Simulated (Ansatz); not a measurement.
in.yaml

```yaml
crystal:
  periodic: [false, false, false]
  atoms:
    - {symbol: N, position_ang: [0.000000, 0.000000, 0.000000]}
    - {symbol: H, position_ang: [0.000000, 0.000000, 2.236000]}
basis:
  gaussian: {orbitals: aug-cc-pVDZ}
magnetization: {spin_polarized: false}
correlation: {method: bccd, electrons: valence}
accuracy: high
output: {forces: true}
```

```sh
$ ansatz run in.yaml --threads 1 --pin off --events-out ev --progress --plain --max-ram 2393MiB
```

Log:

```
560 factors; integrals over basis functions are off by at most 3.3e-9 eV
mean field evaluation 1: about -1486.7734 eV, gradient 7.1e0 eV
mean field evaluation 2: about -1486.7734 eV, gradient 7.1e0 eV
mean field evaluation 4: about -1487.1803 eV, gradient 1.9e0 eV
mean field evaluation 8: about -1487.2118 eV, gradient 2.1e-4 eV
mean field evaluation 16: about -1487.1803 eV, gradient 1.9e0 eV
mean field evaluation 32: about -1487.2121 eV, gradient 1.1e-1 eV
mean field evaluation 64: about -1481.0404 eV, gradient 3.9e0 eV
mean field evaluation 96: about -1487.1116 eV, gradient 4.2e0 eV
mean field -1487.21183816 eV, -54.6540269838 hartree, gradient 1.1e-8 eV, S^2 0.000000; 5 other end points of the search recorded, 0 dependent functions left out; unrestricted orbitals would lower it
mean field evaluation 128: about -1487.2118 eV, gradient 6.0e-4 eV
determinant -1487.21183816 eV, -54.6540269838 hartree, with singles and doubles -1493.26699095 eV, -54.8765497447 hartree
determinant -1481.17176765 eV, -54.4320584868 hartree, with singles and doubles -1492.84712183 eV, -54.8611198391 hartree
determinant -1487.21183816 eV, -54.6540269838 hartree, with singles and doubles -1493.41858680 eV, -54.8821207895 hartree
determinant -1481.17176765 eV, -54.4320584868 hartree, with singles and doubles -1493.11555442 eV, -54.8709845548 hartree
mean field evaluation 160: about -1489.7953 eV, gradient 3.0e0 eV
...
cycle  20  -6.19633994 eV  change   -3.1e-7 eV  update   7.1e-8
cycle  21  -6.19634007 eV  change   -1.2e-7 eV  update   4.9e-8
cycle  22  -6.19634016 eV  change   -9.0e-8 eV  update   5.4e-8
cycle  23  -6.19633988 eV  change    2.8e-7 eV  update   6.3e-8
cycle  24  -6.19633968 eV  change    1.9e-7 eV  update   3.4e-8
cycle  25  -6.19633953 eV  change    1.6e-7 eV  update   1.6e-8
cycle  26  -6.19633950 eV  change    2.2e-8 eV  update   1.9e-9
cycle  27  -6.19633950 eV  change    2.0e-9 eV  update  2.7e-10
cycle  28  -6.19633950 eV  change  -9.3e-11 eV  update  7.2e-11
WARN: the results are in doubt because among natural orbitals full CI differs from the method by -0.132 eV
the calculation of the forces begins
mean field evaluation 256: about -1487.2118 eV, gradient 1.1e-8 eV
Total energy: -1493.40817766 eV, -54.8817382605 hartree
Atom 0 at     0.000000     0.000000     0.000000 Å, force    -0.000000     0.000000     1.563369 eV/Å
Atom 1 at     0.000000     0.000000     2.236000 Å, force     0.000000    -0.000000    -1.563369 eV/Å
Dipole moment:    -0.000000     0.000000     0.075105 e Å
In doubt: among natural orbitals full CI differs from the method by -0.132 eV
```

Forces (eV/Å):
```
N    0.000  0.000  1.563
H    0.000  0.000 -1.563
```

Ran on 1 thread of Arm Neoverse V1, shared host: 1.6 s wall, 0.13 GiB peak host memory.
